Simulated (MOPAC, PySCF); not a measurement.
C2H3N, SMILES `N#CC`, neutral singlet in the gas phase. 

Cartesian coordinates (Å):
SMILES: N#CC
```xyz
6

C     -0.4870     0.0005    -0.0003
C      0.9620    -0.0010     0.0007
N      2.1110    -0.0021     0.0015
H     -0.8608     0.9061    -0.4803
H     -0.8627    -0.0363     1.0232
H     -0.8625    -0.8672    -0.5447
```
Charge 0, multiplicity 1.

All levels are single points at this geometry (PBE0-D3(BJ)/def2-TZVP); Pople sets use spherical d functions. Orbital energies aren't observables, and empty levels follow the basis.

```csv
level,HOMO (eV),LUMO (eV),gap (eV),dipole (D),"vertical IE, Delta-SCF (eV)"
PBE-D3(BJ)/def2-TZVP in PySCF,-8.10,-0.19,7.92,3.94,–
PBE0-D3(BJ)/def2-TZVP in PySCF,-9.47,0.85,10.33,4.02,–
B3LYP/6-31G* in PySCF,-8.92,1.11,10.03,3.79,12.13
BP86/6-31G* in PySCF,-7.89,0.13,8.02,3.76,–
PBE/6-31G* in PySCF,-7.79,0.24,8.02,3.73,12.01
PM7 in MOPAC,-12.91,1.25,14.15,3.78,–
```
